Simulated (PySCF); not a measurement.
**How exact exchange moves a shielding**

Molecule: `CO/C(C)=C/Cl`, C4H7ClO.

Cartesian coordinates in Å; atom numbers follow the order of the lines, from 1:
```xyz
13

C    -1.645   -0.051    0.507
O    -0.367   -0.609    0.392
C     0.687    0.208    0.180
C     1.954   -0.568    0.081
C     0.573    1.545    0.076
Cl    1.925    2.590   -0.195
H    -2.341   -0.883    0.670
H    -1.710    0.647    1.361
H    -1.938    0.489   -0.412
H     2.107   -1.148    1.004
H     2.812    0.093   -0.082
H     1.884   -1.288   -0.749
H    -0.374    2.077    0.154
```

GIAO shieldings (ppm, equivalent atoms averaged) in PySCF 2.14.0 with density-fitted response routines on the PBE0-D3(BJ)/def2-SVP geometry, basis pcSseg-1, gas phase, non-relativistic:

| functional | exact exchange (%) | σ(C1) | σ(O2) | σ(Cl6) |
| --- | --- | --- | --- | --- |
| BLYP | 0 | 119.4 | 194.9 | 774.0 |
| BP86 | 0 | 124.2 | 199.6 | 786.6 |
| PBE | 0 | 124.9 | 198.8 | 786.4 |
| B3LYP | 20 | 124.5 | 209.1 | 804.3 |
| mPW1PW91 | 25 | 129.5 | 214.9 | 820.6 |
| BHandHLYP | 50 | 131.0 | 228.0 | 844.0 |
| HF | 100 | 141.1 | 254.9 | 903.9 |

(1) Fit each shielding as a line in the percentage of exact exchange.

(2) What does the line predict for PBE0 (25 %), and what does the run give?

## Answers

(1) σ(C1) = 122.8 + 0.18 x (rms 2.0 ppm); σ(O2) = 198.3 + 0.57 x (rms 1.7 ppm); σ(Cl6) = 783.2 + 1.22 x (rms 4.9 ppm). The functionals also differ in their semilocal parts, which the line can't hold; Hartree–Fock has no correlation at all.

(2) σ(C1): 127.3 predicted, 130.5 computed; σ(O2): 212.6 predicted, 215.5 computed; σ(Cl6): 813.7 predicted, 822.6 computed ppm.
